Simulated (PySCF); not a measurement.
3-methylbut-1-yne, C₅H₈, SMILES C#CC(C)C, point group Cs.

Level: PBE0/pcSseg-1 in PySCF (density fitting, grid level 2); geometry and Hessian at that level, cubic constants and property derivatives from steps of ±0.6 along each species' dimensionless normal coordinates, second-order vibrational perturbation theory. The parent has the commonest isotopes.

Equilibrium geometry (Å):

| atom | x | y | z |
| --- | --- | --- | --- |
| C1 | 2.5038 | 0.0997 | 0.2225 |
| C2 | 1.3052 | 0.0579 | 0.3151 |
| C3 | -0.1517 | 0.0063 | 0.4115 |
| C4 | -0.6942 | -1.2989 | -0.1755 |
| C5 | -0.7885 | 1.2327 | -0.2464 |
| H6 | 3.5667 | 0.1369 | 0.1434 |
| H7 | -0.4009 | 0.0270 | 1.4830 |
| H8 | -0.2526 | -2.1701 | 0.3187 |
| H9 | -0.4671 | -1.3653 | -1.2456 |
| H10 | -1.7822 | -1.3478 | -0.0521 |
| H11 | -0.4145 | 2.1607 | 0.1977 |
| H12 | -0.5641 | 1.2560 | -1.3189 |
| H13 | -1.8775 | 1.2068 | -0.1243 |

Problem. Give the equilibrium and ground-state rotational constants (MHz) of parent; ²H at 10.

Solution. 
```
 species      Ae      Be      Ce      A0      B0      C0  Δ0 (u Å²)  harmonic ZPE (cm⁻¹)
  parent  8003.6  3841.5  2839.8  7921.5  3830.2  2822.8    -16.708                24850
²H at 10    7815  3704.6  2741.7  7737.3    3693  2725.3    -16.727                24148
```

Δ0 = Ic − Ia − Ib from the ground-state constants.

Problem. How is the parent's vibrational correction B0 − Be made up?

Solution. 
```
axis  harmonic  Coriolis  cubic  total (MHz)
   a        18     -10.7  -89.5        -82.2
   b      6.36     -4.68  -12.9        -11.2
   c      1.65     -2.22  -16.4          -17
```

Problem. And its quartic centrifugal distortion constants from the harmonic force field?

Solution. Asymmetric top, A reduction, Ir representation: ΔJ = 0.815 kHz, ΔJK = 9.71 kHz, ΔK = -2.99 kHz, δJ = 0.194 kHz, δK = 6.02 kHz.

A mode lies under 250 cm⁻¹, where this perturbation treatment is rough. Internal rotors are held in one well.
